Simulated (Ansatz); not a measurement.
# A barrier at the coupled-cluster level

Start structure (CH4NO, doublet), relaxed at PBE0-D4/def2-TZVP:

```
7
angstrom
O -1.2028 -0.7770 0.0377
C -0.6331 -0.7969 -1.0177
N 1.0782 1.0791 0.9895
H 0.3074 -0.2388 -1.1798
H -1.0277 -1.3769 -1.8747
H 0.2028 0.5676 1.1622
H 1.2751 1.5429 1.8826
```

The step: CH₂O ([CH2][O]) + NH₂ → CH₄NO ([CH2][O][NH2]); bonds formed: O1–N3. Program: Ansatz 0.2.0. Basis: def2-TZVPP and def2-QZVPP. Cores are frozen in the correlated methods; orbitals are unrestricted. Extrapolation: Hartree–Fock as exp(−7.88 √X), correlation as X^−2.97. Energies below are by CCSD(T) at an estimated basis limit (MP2 extrapolated from triple and quadruple zeta, plus CCSD(T) − MP2 in triple zeta).

(1) What are the electronic barrier and the energy of the step, from the start structure to the end structure? (An estimate is asked for; the value comes from the calculation.)

The T1 diagnostic stays at or below 0.040. ⟨S²⟩ of the unrestricted Hartree–Fock references: 0.76 to 1.04 (a pure state has 0.75). The unrestricted reference is spin-contaminated, which hurts MP2 most.

Answers

(1) By the calculation: Barrier 1.310 eV; step energy 0.871 eV (uphill); reverse barrier, their difference, 0.439 eV. Barrier and step energy count from the start structure, the reverse barrier from the end structure.

The saddle point: One imaginary mode of 738i cm⁻¹.
```
 pair  start (Å)  saddle (Å)  end (Å)
O1–N3       3.09        1.70     1.42
```

Zero-point energy (harmonic, PBE0-D4): ZPE is 1.319 eV at the start and 1.388 eV at the saddle, so the barrier goes from 1.310 to 1.379 eV.

Labels in which every atom is bracketed show which atoms are joined, not bond orders.

For scale, one of the runs: CCSD(T)/def2-TZVPP, 149 basis functions, launched by `ansatz run in.yaml --threads 2 --pin off --events-out ev --progress --plain --max-ram 4352MiB`. The run took 81 s on 2 CPU threads of an Arm Neoverse V2 (shared host), with 2.4 GiB of host memory at its peak.
